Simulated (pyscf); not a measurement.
O=AsH + water (H₂O) → O=As–OH + hydrogen (H₂), a four-centre exchange (singlet surface; As–H, H–O broken, As–O, H–H formed). Optimised with ωB97X-D3(BJ)/def2-SVP in PySCF. Energies in kcal/mol from the separated reactants.

Small-basis levels: PySCF, no dispersion term, spherical d functions. AM1 to PM7: differences of heats of formation from MOPAC, which are fitted to 298 K values and so differ in kind from electronic energies by zero-point and thermal terms. Cost: rough CPU time at the saddle relative to B3LYP/6-31G*+LANL2DZ, from one job on a shared machine.

| level | barrier | reaction energy | cost |
|---|---|---|---|
| MP2/6-31G*+LANL2DZ | 24.5 | -29.0 | 0.1 |
| BP86/6-31G*+LANL2DZ | 12.5 | -24.2 | 1 |
| B3LYP/3-21G | 3.0 | -36.4 | 1 |
| B3LYP/LANL2DZ | [?] | -18.3 | 0.9 |
| M06-2X/6-31G*+LANL2DZ | [?] | -23.9 | 2 |
| PM3 | 28.1 | -28.5 | under 0.02 |
| PM7 | 12.1 | -36.4 | under 0.02 |
| ωB97M-D3(BJ)/def2-TZVP | [?] | -18.9 | – |

Question: Some entries are withheld; supply them.

Answer: 
- B3LYP/LANL2DZ, barrier: 22.0
- M06-2X/6-31G*+LANL2DZ, barrier: 19.1
- ωB97M-D3(BJ)/def2-TZVP, barrier: 19.0

Against the last row the barrier runs from -16.0 (B3LYP/3-21G) to +9.0 kcal/mol (PM3). ωB97M-D3(BJ)/def2-TZVP has limits of its own. On the reactant side the descent ends in a bound adduct, 10.8 kcal/mol under the separated species and 29.0 kcal/mol under the saddle at ωB97X-D3(BJ)/def2-TZVP. At the saddle there is also a short As–H contact that neither side keeps. The same reactants have a lower exit, to HO–AsH–OH (barrier -2.1 kcal/mol at ωB97M-D3(BJ)/def2-TZVP, against +19.0 kcal/mol here). O=AsH lies 7.5 kcal/mol over its isomer HO–As: [triplet] (electronic energy, ωB97M-D3(BJ)/def2-TZVP). One saddle was located; it need not be the lowest between these sides. In the def2 sets elements up to Kr have no core potential.
